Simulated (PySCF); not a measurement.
CHCl₃.

```xyz
5

Cl    -1.4680    -0.8475    -0.0842
C      0.0000     0.0000     0.4576
Cl     1.4680    -0.8475    -0.0842
Cl     0.0000     1.6951    -0.0842
H      0.0000     0.0000     1.5507
```

Coordinates come from a TPSSh-D3(BJ)/def2-SVP optimisation.

Calculation: PBE0/pcSseg-2 run with PySCF. Non-relativistic, no solvent.

Computed absolute GIAO shielding of each atom: isotropic value and principal components (ppm):
```json
[
 {"atom": "Cl1", "σ(iso)": "532.8", "σ11": "176.7", "σ22": "453.8", "σ33": "968.0", "span": "791.3"},
 {"atom": "C2", "σ(iso)": "75.8", "σ11": "33.1", "σ22": "97.1", "σ33": "97.1", "span": "63.9"},
 {"atom": "Cl3", "σ(iso)": "532.8", "σ11": "176.7", "σ22": "453.8", "σ33": "968.0", "span": "791.3"},
 {"atom": "Cl4", "σ(iso)": "532.8", "σ11": "176.7", "σ22": "453.8", "σ33": "968.0", "span": "791.3"},
 {"atom": "H5", "σ(iso)": "23.8", "σ11": "22.0", "σ22": "22.0", "σ33": "27.4", "span": "5.4"}
]
```
